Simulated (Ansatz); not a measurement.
Basis-set extrapolation for C4H5F (`FC1=CCC1`) (PBE0-D4/def2-TZVP geometry, frozen core, Ansatz). Multiplicity 1, RHF reference.

```tsv
	def2-TZVPP	def2-QZVPP
HF	-253.858097	-253.869276
MP2 correlation	-0.896559	-0.961664
CCSD(T) correlation	-0.963458	not run
```

Energies in hartree. Use E(X) = E(∞) + A·exp(−7.88·√X) for Hartree–Fock and E(X) = E(∞) + B·X^(−2.97) for correlation, with X = 3 and 4, and add CCSD(T) minus MP2 of the smaller set to the MP2 limit.

What is the CCSD(T) energy at the basis-set limit?

HF limit: -253.869276 + (-0.011179) × 0.13774 = -253.87082. MP2 limit: -0.961664 + (-0.065105) × 0.74074 = -1.00989. Higher-order term: -0.963458 − (-0.896559) = -0.06690. Total: -254.94761 hartree, 3.43 eV below CCSD(T)/def2-TZVPP.
